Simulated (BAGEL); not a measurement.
**SiH2O2 (SMILES O[Si]O) at HF/STO-3G (density fitting with qzvpp-jkfit)**

What is the energy change on altering one bond length of SiH2O2 at HF/STO-3G (density fitting with qzvpp-jkfit)? 

Program for the calculation: BAGEL 1.2.2.

1 further run of the same task is left out (set aside as unsound or not needed). Runs told in other sessions of the task aren't counted.

### Step 1. The structure to begin with

SiH2O2 has 5 atoms, charge 0, and is taken as a singlet. SMILES: `O[Si]O`. The coordinates come from a PBE0-D4/def2-TZVP relaxation. This is one conformer, not always the lowest.

Bond lengths: O1–Si2 1.642 Å, Si2–O3 1.663 Å, O1–H4 0.964 Å, O3–H5 0.960 Å. Angles: O1–Si2–O3 99.4°, Si2–O1–H4 117.5°, Si2–O3–H5 116.1°.

### Step 2. The energy at HF/STO-3G (density fitting with qzvpp-jkfit)

job.json

```json
{ "bagel": [

{
  "title": "molecule",
  "basis": "sto-3g",
  "df_basis": "qzvpp-jkfit",
  "angstrom": "true",
  "geometry": [
    { "atom": "O", "xyz": [   -1.443200,   -0.105600,   -0.275000 ] },
    { "atom": "Si", "xyz": [   -0.212000,   -0.791300,    0.567700 ] },
    { "atom": "O", "xyz": [    1.036000,    0.187500,    0.068600 ] },
    { "atom": "H", "xyz": [   -1.231900,    0.648900,   -0.836100 ] },
    { "atom": "H", "xyz": [    1.901100,   -0.013100,    0.433400 ] }
  ]
},
{
  "title": "hf"
},
{
  "title": "print",
  "file": "orbitals.molden",
  "orbitals": "true"
}

]}
```

The run is started by

```bash
$ BAGEL_NUM_THREADS=1 BAGEL job.json > job.out
```

Standard output:

```text
* using 1 threads per process

  ===============================================================
  ===============================================================

  *** Geometry ***

  { "atom" : "O", "xyz" : [     -2.727253,     -0.199555,     -0.519675 ] },
  { "atom" : "Si", "xyz" : [     -0.400622,     -1.495340,      1.072798 ] },
  { "atom" : "O", "xyz" : [      1.957756,      0.354324,      0.129635 ] },
  { "atom" : "H", "xyz" : [     -2.327954,      1.226243,     -1.580000 ] },
  { "atom" : "H", "xyz" : [      3.592558,     -0.024755,      0.819007 ] },

  Number of auxiliary basis functions:      318

  Since a DF basis is specified, we compute 2- and 3-index integrals:
    o Being stored without compression. Storage requirement is 0.001 GB

  Number of basis functions:       21
  Number of electrons      :       32

    * METHOD: MOLECULE                             0.05

  *** RHF ***

  === Nuclear Repulsion ===
   103.6462536274

      * DIIS with orbital gradients will be used.

  === RHF iteration (sto-3g) ===
      0       -434.36494087          0.02418957           0.00
      1       -434.44173849          0.00817194           0.00
      2       -434.44970006          0.00103592           0.00
      3       -434.44996366          0.00019116           0.00
      4       -434.44997561          0.00007424           0.00
      5       -434.44997738          0.00002153           0.00
      6       -434.44997749          0.00000336           0.00
      7       -434.44997749          0.00000079           0.00
      8       -434.44997749          0.00000021           0.00
      9       -434.44997749          0.00000007           0.00
     10       -434.44997749          0.00000002           0.00
     11       -434.44997749          0.00000001           0.00
    * SCF iteration converged.

    * Permanent dipole moment:
           (   -0.565712,     0.038632,    -0.163369) a.u.

    * METHOD: HF                                   0.08

    * METHOD: PRINT                                0.00

  ===============================================================
```

Run time: 0.26 s. Hardware: 1 thread of Arm Neoverse V2, shared host.

### Step 3. The distorted shape

hf.json

```json
{ "bagel": [

{
  "title": "molecule",
  "basis": "sto-3g",
  "df_basis": "qzvpp-jkfit",
  "angstrom": "true",
  "geometry": [
    { "atom": "O", "xyz": [   -1.875757,   -0.005298,   -0.457403 ] },
    { "atom": "Si", "xyz": [   -0.644557,   -0.690998,    0.385297 ] },
    { "atom": "O", "xyz": [    0.603443,    0.287802,   -0.113803 ] },
    { "atom": "H", "xyz": [   -1.664457,    0.749202,   -1.018503 ] },
    { "atom": "H", "xyz": [    1.901100,   -0.013100,    0.433400 ] }
  ]
},
{
  "title": "hf"
},
{
  "title": "print",
  "file": "orbitals.molden",
  "orbitals": "true"
}

]}
```

The run is started by

```bash
$ BAGEL_NUM_THREADS=1 BAGEL hf.json > hf.out
```

Standard output:

```text
* using 1 threads per process

  ===============================================================
  ===============================================================

  *** Geometry ***

  { "atom" : "O", "xyz" : [     -3.544667,     -0.010012,     -0.864366 ] },
  { "atom" : "Si", "xyz" : [     -1.218036,     -1.305797,      0.728106 ] },
  { "atom" : "O", "xyz" : [      1.140342,      0.543867,     -0.215057 ] },
  { "atom" : "H", "xyz" : [     -3.145368,      1.415787,     -1.924692 ] },
  { "atom" : "H", "xyz" : [      3.592558,     -0.024755,      0.819007 ] },

  Number of auxiliary basis functions:      318

  Since a DF basis is specified, we compute 2- and 3-index integrals:
    o Being stored without compression. Storage requirement is 0.001 GB

  Number of basis functions:       21
  Number of electrons      :       32

    * METHOD: MOLECULE                             0.05

  *** RHF ***

  === Nuclear Repulsion ===
   101.5382642932

      * DIIS with orbital gradients will be used.

  === RHF iteration (sto-3g) ===
      0       -434.20460328          0.03019546           0.00
      1       -434.30162976          0.01652637           0.00
      2       -434.33058469          0.00208250           0.00
      3       -434.33125625          0.00072082           0.00
      4       -434.33136162          0.00015653           0.00
      5       -434.33137121          0.00004930           0.00
      6       -434.33137223          0.00001527           0.00
      7       -434.33137234          0.00000508           0.00
      8       -434.33137235          0.00000150           0.00
      9       -434.33137235          0.00000048           0.00
     10       -434.33137235          0.00000011           0.00
     11       -434.33137235          0.00000003           0.00
     12       -434.33137235          0.00000001           0.00
     13       -434.33137235          0.00000000           0.00
    * SCF iteration converged.

    * Permanent dipole moment:
           (   -0.393670,     0.002996,    -0.094266) a.u.

    * METHOD: HF                                   0.09

    * METHOD: PRINT                                0.00

  ===============================================================
```

Wall time 0.26 s (1 thread of Arm Neoverse V2, shared host).

### Step 4. What came out

At HF/STO-3G (density fitting with qzvpp-jkfit):

| quantity | value |
| --- | --- |
| first shape: total energy | -434.44998 Eh |
| first shape: dipole moment | 1.50 D |
| first shape: HOMO energy | -6.43 eV |
| first shape: LUMO energy | 7.59 eV |
| first shape: HOMO–LUMO gap | 14.02 eV |
| distorted shape: total energy | -434.33137 Eh |
| distorted shape: dipole moment | 1.03 D |
| distorted shape: HOMO energy | -6.46 eV |
| distorted shape: LUMO energy | 7.43 eV |
| distorted shape: HOMO–LUMO gap | 13.90 eV |
| energy change with the O3–H5 bond stretched from 0.960 to 1.440 Å | 3.227 eV |

In words: With the O3–H5 bond stretched from 0.960 to 1.440 Å the energy rises by 3.23 eV (311 kJ/mol). The first shape isn't relaxed at this level, so the change isn't measured from a minimum. The minimal basis adds a large error of its own.
